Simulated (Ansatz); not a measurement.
Geometry optimisation, RKS r2SCANh-D4/6-31G* in Ansatz 0.2.0.

Input:

```yaml
crystal:
  periodic: [false, false, false]
  atoms:
    - { symbol: B, position_ang: [0.0, 0.0, 0.0] }
    - { symbol: O, position_ang: [0.9238, 0.0, 1.3186] }
    - { symbol: H, position_ang: [0.0143, -0.2814, 1.6557] }
    - { symbol: H, position_ang: [1.3899, 0.0, 0.0173] }
    - { symbol: Cl, position_ang: [-1.6108, 0.0, -0.93] }
basis:
  gaussian: { orbitals: "6-31G*" }
hamiltonian:
  xc: r2scanh
  dispersion: d4
relax:
  f_tol: 0.15
  max_steps: 25
  restrain:
    - { distance: [1, 3], at: 1.01, k: 30.0 }
    - { distance: [0, 1], at: 2.61, k: 30.0 }
    - { distance: [0, 3], at: 2.39, k: 30.0 }
```

Launched with:

```bash
$ ansatz run input.yaml --threads 1 --pin off --max-ram 2048MiB --backend cpu --events-out ev --progress --plain --runs-dir out
```

Task: Where does it end, and by what steps?

Result: The forces met the threshold. The restraints hold the end off the free minimum; the threshold counts their pulls, which the force column leaves out. Restrained pairs: O2–H4 (1.38 → 0.98 Å), B1–O2 (1.61 → 2.61 Å), B1–H4 (1.39 → 2.39 Å). After 11 steps the energy has fallen by 1.710 eV (the restraints' own energy left out); B1 moved furthest, 1.05 Å.

```csv
step,energy less start (eV),largest force component (eV/Å),accepted
0,0.0000,7.440,yes
1,1.6676,7.510,yes
2,2.5867,7.384,yes
3,1.4933,9.859,yes
4,-0.5659,3.622,yes
5,-1.3897,2.529,yes
6,-1.5239,0.696,yes
7,-1.5498,0.704,yes
8,-1.5805,2.359,yes
9,-1.6318,2.040,yes
10,-1.7010,0.584,yes
11,-1.7104,0.610,yes
```

```xyz
5
Properties=species:S:1:pos:R:3
B -0.273 -0.291 -0.971
O 0.787 0.243 1.351
H 0.624 -0.623 1.746
H 1.450 0.048 0.649
Cl -1.872 0.341 -0.714
```

Time of the run: 30 s on 1 thread of Arm Neoverse V1 (shared host), peak memory 0.13 GiB.
